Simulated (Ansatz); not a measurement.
A made-up structure of BSiH₃O, singlet:

B1  (-1.579, -0.100, -0.477)
Si2  (0.456, 0.017, -0.385)
O3  (1.518, 0.129, 1.093)
H4  (-2.873, -0.217, -0.541)
H5  (1.380, 0.088, -1.746)
H6  (1.098, 0.083, 2.055)
(Å)

It is relaxed with PBE-D4/def2-SVP and then PBE0-D4/def2-TZVP (Ansatz 0.2.0). Atoms count as bonded within 1.22 times the sum of their covalent radii (H–H: 0.88 Å). The end point is not checked to be a true minimum.

(1) Does its bonding change? (A judgement: the text doesn't fix the answer.)

## Answers

(1) Computed: No: no bond forms or breaks.

Where it ends: The first stage lowers the energy by 1.10 eV in 13 steps. It ends as BSiH₃O ([BH][SiH][OH]):
```xyz
6
angstrom
B -1.4188 0.0436 -0.4271
Si 0.4146 -0.0911 -0.3430
O 1.3475 0.2220 0.9759
H -2.5608 -0.2516 -0.4832
H 1.2331 0.0724 -1.5584
H 0.9843 0.0047 1.8357
```

Labels in which every atom is bracketed show which atoms are joined, not bond orders.

For scale, one of the runs: PBE0-D4/def2-TZVP relaxation, 117 basis functions, launched by `ansatz run in.yaml --threads 2 --pin off --events-out ev --progress --plain --max-ram 4352MiB`. Hardware: 2 CPU threads of an Arm Neoverse V1, shared host. Wall time about 22 s.
